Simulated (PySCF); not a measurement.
Molecule: SMILES FBF, BF$_{2}$H.

Geometry (Å), atoms numbered from 1 in this order:
```xyz
4

F    -0.642   -1.118   -0.008
B     0.043    0.002   -0.012
F    -0.625    1.132    0.003
H     1.245   -0.006   -0.028
```

Spin–spin couplings on one PBE0-D3(BJ)/def2-SVP geometry, PySCF 2.14, gas phase, non-relativistic, equivalent pairs averaged; isotopes $^{19}$F, $^{11}$B, $^{1}$H; functional B3LYP.

Problem. How do the couplings (Hz) change with the basis set? Times are CPU seconds on shared hosts with different chips, so compare them loosely. Far from the basis limit: pcJ-0, 6-31G*, def2-TZVP, cc-pVTZ.

Solution. 
| basis set | functions | $^{1}J$(F1,B2) | $^{1}J$(B2,H4) | $^{2}J$(F1,F3) | $^{2}J$(F1,H4) | core-s |
| --- | --- | --- | --- | --- | --- | --- |
| pcJ-0 | 42 | -272.0 | 191.5 | -382.2 | 97.0 | 0.93 |
| 6-31G* | 44 | -58.3 | 219.6 | -165.6 | 95.8 | 1.1 |
| pcJ-1 | 91 | -156.3 | 219.3 | -260.9 | 120.8 | 2.4 |
| def2-TZVP | 99 | -153.2 | 213.1 | -273.8 | 110.9 | 2.3 |
| cc-pVTZ | 104 | -166.2 | 206.7 | -259.8 | 98.4 | 2.6 |
| aug-cc-pVTZ-J | 158 | -139.2 | 223.6 | -237.4 | 123.0 | 4 |
| pcJ-2 | 177 | -139.7 | 220.5 | -254.2 | 122.1 | 4.8 |

The Fermi-contact term samples the wavefunction at the nucleus, which is why sets with added tight s functions (names with J) are made for couplings.
